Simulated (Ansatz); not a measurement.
| atom | x (Å) | y (Å) | z (Å) |
| --- | --- | --- | --- |
| C | 0.1111 | 0.5161 | -0.1009 |
| C | -1.1937 | -0.1721 | 0.0123 |
| H | 0.2964 | 1.5273 | 0.2456 |
| H | -1.3569 | -0.5883 | 1.0191 |
| H | -2.0068 | 0.5265 | -0.1977 |
| H | -1.2588 | -1.0045 | -0.6956 |
| F | 1.2025 | -0.2805 | 0.0178 |

Basis set: pcseg-2 (spherical functions). Charge 0, multiplicity 2.

Computed with Ansatz (development build ahead of 0.2.0); each method stands on the lowest determinant of its kind that the runs found. Restricted functionals stand beside restricted open-shell atoms, which can lie above the unrestricted atoms usual in DFT and then raise those values.

Q: Give the atomization energy at this shape (free ground-state atoms in the same class of orbitals less the molecule, no zero-point energy) of doublet C₂H₄F by PBE0 (unrestricted), PBE (unrestricted), PBE (restricted open-shell).

A:

```
                     method  atomization energy
        PBE0 (unrestricted)            26.87 eV
         PBE (unrestricted)            27.37 eV
PBE (restricted open-shell)            27.45 eV
```

The shape needn't be a minimum at these levels.
